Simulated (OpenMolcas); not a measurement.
# SiH3OF (SMILES O[SiH2]F): levels of theory compared

Aim: a comparison of 6 runs (HF/STO-3G, B2PLYP/aug-cc-pVDZ, BHLYP/aug-cc-pVDZ, SVWN5/aug-cc-pVDZ, TPSS/aug-cc-pVDZ, MP2/aug-cc-pVDZ) of SiH3OF. 

The calculation is run with OpenMolcas 26.06.

1 further run of the same task is left out (set aside as unsound or not needed).

**1. The molecule**

The species is SiH3OF (6 atoms), meant as a singlet with charge 0. As SMILES, `O[SiH2]F`. One bond was lengthened or shortened from a relaxed shape.

Bond lengths: O1–Si2 1.874 Å, Si2–F3 1.596 Å, O1–H4 0.958 Å, Si2–H5 1.474 Å, Si2–H6 1.482 Å. Angles: O1–Si2–F3 111.0°, O1–Si2–H5 106.4°, O1–Si2–H6 111.7°, F3–Si2–H5 108.2°, F3–Si2–H6 106.0°, Si2–O1–H4 119.1°, H5–Si2–H6 113.7°.

**2. The energy at HF/STO-3G (run 1)**

Contents of test.input:

```
&GATEWAY
BasLib = $CurrDir
Coord
6
angstrom
O       -1.038240      -0.239180      -1.081274
Si       0.378300      -0.009300       0.123900
F        0.180800      -0.922800       1.417800
H       -1.898940       0.120220      -0.862774
H        1.595600      -0.458500      -0.575800
H        0.455100       1.385600       0.617600
Basis = STO-3G
Group = NoSym
&SEWARD
&SCF
Thresholds = 1e-10 1e-07 1e-07 1e-05
PrOrbitals = 0
```

The basis set STO-3G is read from a file made from the Basis Set Exchange's data (not shown).

Started as:

```console
$ export MOLCAS_MEM=1860
$ pymolcas test.input > test.log
```

Standard output:

```text
--- Start Module: gateway ---
[...]
--- Stop Module: gateway /rc=_RC_ALL_IS_WELL_ ---
--- Start Module: seward ---
[...]
      Basis functions           22
--- Stop Module: seward /rc=_RC_ALL_IS_WELL_ ---
[...]
--- Start Module: scf ---
[...]
       Convergence after  13 Iterations
[...]
::    Total SCF energy                               -459.2194303548
[...]
      Total spin, S                                     0.0000000000
[...]
      Total electronic charge=   34.000000
      Total            charge=   -0.000000
[...]
      Dipole Moment (debye):
      Origin of the operator (angstrom)=   -0.0369   -0.3116    0.1861
                   X=  1.3912E-01               Y=  1.2653E+00               Z=  4.3369E-01           Total=  1.3448E+00
      Quadrupole Moment (debye*angstrom):
[...]
--- Stop Module: scf /rc=_RC_ALL_IS_WELL_ ---
[...]
```

It took 3.6 s on 1 thread of AMD EPYC 7R43 (Zen 3), shared host; peak memory 0.37 GiB.

**3. A single-point energy at B2PLYP/aug-cc-pVDZ (run 2)**

Contents of job.inp:

```
>>> EXPORT MOLCAS_PRINT=2

&GATEWAY
 BasLib
 $CurrDir
 Coord
 6
 angstrom
 O       -1.038240      -0.239180      -1.081274
 Si       0.378300      -0.009300       0.123900
 F        0.180800      -0.922800       1.417800
 H       -1.898940       0.120220      -0.862774
 H        1.595600      -0.458500      -0.575800
 H        0.455100       1.385600       0.617600
 Basis
 aug-cc-pVDZ
 Group
 NoSym

&SEWARD
 GridInput
 Grid=UltraFine
 End of Grid

&SCF
 KSDFT
 B2PLYP_SCF
 Thresholds
 1e-10 1e-07 1e-07 1e-05
 PrOrbitals
 1 2

&MBPT2
 Frozen
 7
```

The basis set aug-cc-pVDZ is read from a file made from the Basis Set Exchange's data (not shown).

Started as:

```console
$ export MOLCAS_MEM=1860
$ pymolcas job.inp > job.log
```

Standard output:

```text
--- Start Module: gateway ---
[...]
--- Stop Module: gateway /rc=_RC_ALL_IS_WELL_ ---
[...]
      Basis functions          100
[...]
--- Start Module: scf ---
[...]
       Convergence after  12 Iterations
[...]
::    Total KS-DFT energy                            -466.0436609356
[...]
      Total spin, S                                     0.0000000000
[...]
      Total electronic charge=   34.000000
      Total            charge=   -0.000000
[...]
      Dipole Moment (debye):
      Origin of the operator (angstrom)=   -0.0369   -0.3116    0.1861
                   X=  2.4789E-01               Y=  1.5781E+00               Z=  3.0079E-01           Total=  1.6256E+00
      Quadrupole Moment (debye*angstrom):
[...]
--- Stop Module: scf /rc=_RC_ALL_IS_WELL_ ---
[...]
--- Start Module: mbpt2 ---
[...]
 ###    WARNING: MP2 implementation intended for RHF references only         ###
 ###############################################################################
MBPT2 WARNING: Reference function according to RunFile:KS-DFT
I'll assume you know what you're doing and continue
WARNING!
Default frozen orbitals as non valence orbitals is overwritten by user input.
Default values:   4
[...]
       Reference weight ( Cref**2 )         =        0.81459
::    Total MBPT2 energy                             -466.6761941010
[...]
      Total MBPT2 calculations                           0.68      0.78
--- Stop Module: mbpt2 /rc=_RC_ALL_IS_WELL_ ---
[...]
```

It took 42 s on 1 thread of AMD EPYC 7R43 (Zen 3), shared host; peak memory 0.56 GiB.

**4. A single-point energy at BHLYP/aug-cc-pVDZ (run 3)**

Contents of coord.xyz:

```xyz
6

O     -1.038240    -0.239180    -1.081274
Si     0.378300    -0.009300     0.123900
F      0.180800    -0.922800     1.417800
H     -1.898940     0.120220    -0.862774
H      1.595600    -0.458500    -0.575800
H      0.455100     1.385600     0.617600
```

Contents of run.input:

```
* FH3OSi Kohn-Sham DFT

&gateway
 baslib=$CurrDir
 coord=coord.xyz
 basis=aug-cc-pVDZ
 group=NoSym

&seward
 gridinput
 Grid=UltraFine
 End of Grid

&scf
 ksdft=HYB_GGA_XC_BHANDHLYP
 thresholds=1e-10 1e-07 1e-07 1e-05
 prorbitals=1 1
```

The basis set aug-cc-pVDZ is read from a file made from the Basis Set Exchange's data (not shown).

Started as:

```console
$ export MOLCAS_MEM=1860
$ pymolcas run.input > run.log
```

Standard output:

```text
--- Start Module: gateway ---
[...]
--- Stop Module: gateway /rc=_RC_ALL_IS_WELL_ ---
--- Start Module: seward ---
[...]
      Basis functions          100
--- Stop Module: seward /rc=_RC_ALL_IS_WELL_ ---
[...]
--- Start Module: scf ---
[...]
       Convergence after  12 Iterations
[...]
::    Total KS-DFT energy                            -466.3898211076
[...]
      Total spin, S                                     0.0000000000
[...]
      Total electronic charge=   34.000000
      Total            charge=   -0.000000
[...]
      Dipole Moment (debye):
      Origin of the operator (angstrom)=   -0.0369   -0.3116    0.1861
                   X=  2.5286E-01               Y=  1.5857E+00               Z=  2.9293E-01           Total=  1.6322E+00
      Quadrupole Moment (debye*angstrom):
[...]
--- Stop Module: scf /rc=_RC_ALL_IS_WELL_ ---
[...]
```

Wall time 42 s (1 thread of AMD EPYC 7R43 (Zen 3), shared host); peak memory 0.56 GiB.

Runs 4 to 5 aren't shown in full; the table further down has their settings and results.

**5. The energy at MP2/aug-cc-pVDZ (run 6)**

Contents of calc.input:

```
&GATEWAY
BASLIB = $CurrDir
COORD
6
angstrom
O       -1.038240      -0.239180      -1.081274
Si       0.378300      -0.009300       0.123900
F        0.180800      -0.922800       1.417800
H       -1.898940       0.120220      -0.862774
H        1.595600      -0.458500      -0.575800
H        0.455100       1.385600       0.617600
BASIS = aug-cc-pVDZ
GROUP = NoSym
&SEWARD
&SCF
THRESHOLDS = 1e-10 1e-07 1e-07 1e-05
PRORBITALS = 1 1
&MBPT2
FROZEN = 7
```

The basis set aug-cc-pVDZ is read from a file made from the Basis Set Exchange's data (not shown).

Started as:

```console
$ export MOLCAS_MEM=1860
$ pymolcas calc.input > calc.log
```

Standard output:

```text
--- Start Module: gateway ---
[...]
--- Stop Module: gateway /rc=_RC_ALL_IS_WELL_ ---
[...]
      Basis functions          100
[...]
--- Start Module: scf ---
[...]
       Convergence after  13 Iterations
[...]
::    Total SCF energy                               -465.0868605331
[...]
      Total spin, S                                     0.0000000000
[...]
      Total electronic charge=   34.000000
      Total            charge=   -0.000000
[...]
      Dipole Moment (debye):
      Origin of the operator (angstrom)=   -0.0369   -0.3116    0.1861
                   X=  2.8809E-01               Y=  1.6670E+00               Z=  3.3528E-01           Total=  1.7246E+00
      Quadrupole Moment (debye*angstrom):
[...]
--- Stop Module: scf /rc=_RC_ALL_IS_WELL_ ---
[...]
--- Start Module: mbpt2 ---
[...]
WARNING!
Default frozen orbitals as non valence orbitals is overwritten by user input.
Default values:   4
[...]
       Reference weight ( Cref**2 )         =        0.87321
::    Total MBPT2 energy                             -465.6071108832
[...]
      Total MBPT2 calculations                           0.57      0.63
--- Stop Module: mbpt2 /rc=_RC_ALL_IS_WELL_ ---
[...]
```

It took 12 s on 1 thread of AMD EPYC 7R43 (Zen 3), shared host; peak memory 0.56 GiB.

**6. Overview of the runs**

```tsv
run	level	frozen core orbitals	integration grid	energy (Eh)	dipole moment (D) of the reference	HOMO energy (eV)	LUMO energy (eV)	wall time
1	HF/STO-3G	–	–	-459.219430	1.34	-9.19	10.46	3.6 s
2	B2PLYP/aug-cc-pVDZ	7	UltraFine	-466.214445	1.63	-10.66	0.20	42 s
3	BHLYP/aug-cc-pVDZ	–	UltraFine	-466.389821	1.63	-10.68	0.03	42 s
4	SVWN5/aug-cc-pVDZ	–	UltraFine	-464.106625	1.47	-7.52	-1.43	27 s
5	TPSS/aug-cc-pVDZ	–	UltraFine	-466.503651	1.41	-7.44	-1.07	44 s
6	MP2/aug-cc-pVDZ	7	–	-465.607111	1.72	-13.25	1.01	12 s
```

**7. Outcome**

```
                                          quantity          value
                               run 6: total energy  -465.60711 Eh
         run 6: dipole moment (mean-field density)         1.72 D
        run 6: HOMO energy (Hartree–Fock orbitals)      -13.25 eV
        run 6: LUMO energy (Hartree–Fock orbitals)        1.01 eV
      run 6: HOMO–LUMO gap (Hartree–Fock orbitals)       14.25 eV
run 6: correlation energy (7 core orbitals frozen)     -520.3 mEh
```

What this shows: Over runs 1, 2, 3, 4, 5 the dipole moment (its size) runs from 1.34 D (HF/STO-3G) to 1.63 D (BHLYP/aug-cc-pVDZ). The two ends differ in method and basis. Over runs 1, 2, 3, 4, 5 the HOMO–LUMO gap runs from 6.10 eV (SVWN5/aug-cc-pVDZ) to 19.65 eV (HF/STO-3G). For B2PLYP the log adds the whole second-order term; the table takes 0.27 of it, as the functional is defined. Totals of different functionals can't be ranked against each other. In run 1 the basis is minimal, so the values are rough. All runs together took 2.8 min, the longest 44 s.
